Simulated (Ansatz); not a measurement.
Mulliken charges of `[AlH2][SiH2][SiH3]` from ωB97M-V/def2-TZVPP in Ansatz (PBE0-D4/def2-TZVP geometry).

| atom | x (Å) | y (Å) | z (Å) | charge (e) |
| --- | --- | --- | --- | --- |
| Al1 | -1.931 | 0.646 | -0.864 | 0.371 |
| Si2 | 0.478 | 0.751 | -0.446 | -0.089 |
| Si3 | 1.112 | -1.018 | 0.953 | 0.026 |
| H4 | -2.496 | -0.208 | -2.078 | -0.110 |
| H5 | -2.946 | 1.379 | 0.112 | -0.110 |
| H6 | 0.877 | 2.021 | 0.229 | -0.017 |
| H7 | 1.274 | 0.635 | -1.703 | -0.017 |
| H8 | 2.570 | -1.000 | 1.250 | -0.017 |
| H9 | 0.368 | -0.938 | 2.240 | -0.019 |
| H10 | 0.777 | -2.318 | 0.309 | -0.018 |

Q: By hand: the dipole of these point charges (1 e Å = 4.8032 D).

A: Σ q r = (-0.233, 0.049, -0.084) e Å, of length 0.252 e Å = 1.21 D.

Q: How does the dipole of the full density compare? (Best estimate.)

A: Computed: (-0.039, 0.055, -0.047) e Å, 0.39 D; the point charges give 3.10 times that, at 41° from its direction.

Point charges leave out the atoms' own dipoles, such as those of lone pairs, and Mulliken's split depends on the basis, so the two needn't agree.
